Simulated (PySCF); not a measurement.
Homolysis of single bonds, series In OH-NH2. Isolated molecules, 0 K electronic values unless said otherwise. One relaxed conformer stands for each flexible species; it need not be the lowest. Strings in code marks are SMILES.

The numbers are results of PySCF with PBE-D3(BJ)/def2-TZVP, not measurements. 

```json
[
 {"species": "radical fragment (`[OH]`)", "highest occupied spin orbital (eV)": "-7.15"},
 {"species": "radical fragment (`[NH2]`)", "highest occupied spin orbital (eV)": "-7.10"},
 {"species": "radical fragment (`[NH2][In][OH]`)", "highest occupied spin orbital (eV)": "-4.98"},
 {"species": "whole molecule (`[NH2][In]([NH2])[OH]`)", "highest occupied spin orbital (eV)": "–"},
 {"species": "radical fragment (`[NH2][In][NH2]`)", "highest occupied spin orbital (eV)": "(withheld)"},
 {"species": "whole molecule (`[NH2][In]([NH2])[NH2]`)", "highest occupied spin orbital (eV)": "–"}
]
```

**Question.** Some entries are withheld; supply them.

**Answer.** 
- radical fragment (`[NH2][In][NH2]`), highest occupied spin orbital (eV): -4.58
